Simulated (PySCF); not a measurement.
Species: C5H9F.
SMILES: `C(/C(=C\C)F)C`

Torsions of this conformer, `[CH3:1]/[CH:2]=[C:3](/[F:4])[CH2:5][CH3:6]`: C2–C3–C5–C6 119°.

The closed-shell ground state was solved at several levels (PySCF, density fitting, gas phase, non-relativistic). Geometry: PBE0-D3(BJ)/def2-SVP, one conformer, isolated molecule.

| level | basis functions | HOMO (eV) | LUMO (eV) | gap (eV) | dipole (D) |
| --- | --- | --- | --- | --- | --- |
| CAM-B3LYP/def2-SVPD | 195 | -8.22 | 1.28 | 9.50 | 1.79 |
| PBE0/pcSseg-1 | 147 | -6.82 | 0.71 | 7.53 | 1.70 |
| B3LYP/pcJ-1 | 252 | -6.61 | 0.46 | 7.07 | 1.67 |

Question: What might HF/pcSseg-2 (342 basis functions) give for the same quantities?

Answer: HOMO -9.42 eV, LUMO 2.62 eV, gap 12.04 eV, dipole 1.91 D.

Question: Over all these levels, which gives the widest orbital gap and which the narrowest?

Answer: HF/pcSseg-2 (Hartree–Fock, all exact exchange) has the widest, 12.04 eV, and B3LYP/pcJ-1 (global hybrid, 20 % exact exchange) the narrowest, 7.07 eV. Functional and basis both differ between the two, so the spread mixes both effects.

Question: How far do the dipole and the HOMO energy spread over the levels?

Answer: The dipole runs from 1.67 to 1.91 D (mean 1.77 D) and the HOMO from -9.42 to -6.61 eV.
